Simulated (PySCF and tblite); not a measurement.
Values are calculated unless marked as measured or tabulated.
2 diastereomers of C₃H₄F₂O, numbered alike:

```
isomer                                    SMILES  descriptors (one enantiomer)
     A   [F:1][C@H:2]1[CH2:3][O:4][C@@H:5]1[F:6]                        2S, 5R
     B  [F:1][C@@H:2]1[CH2:3][O:4][C@@H:5]1[F:6]                        2R, 5R
```

Each isomer is a Boltzmann average at 298.15 K over at most 4 conformers: PBE0-D3(BJ)/def2-SVP geometries, energies B3LYP/def2-TZVP (IEF-PCM, chloroform) (D3(BJ) added where defined), GFN2-xTB thermal terms. Programs: PySCF with density fitting and tblite.

**Question.** Rank the isomers by free energy at 298.15 K.

**Answer.** 
```csv
isomer,ΔG (kcal/mol),"ΔE, lowest conformer",conformers,largest weight %,rms dipole (D)
A,0.0,0.0,1,100,1.83
B,0.7,0.6,1,100,2.96
```

ΔG is for one enantiomer.

**Question.** If they could interconvert freely, what would the mixture hold (chiral isomers as racemates)?

**Answer.** A 76 %, B 24 %. A racemate gains RT ln 2.
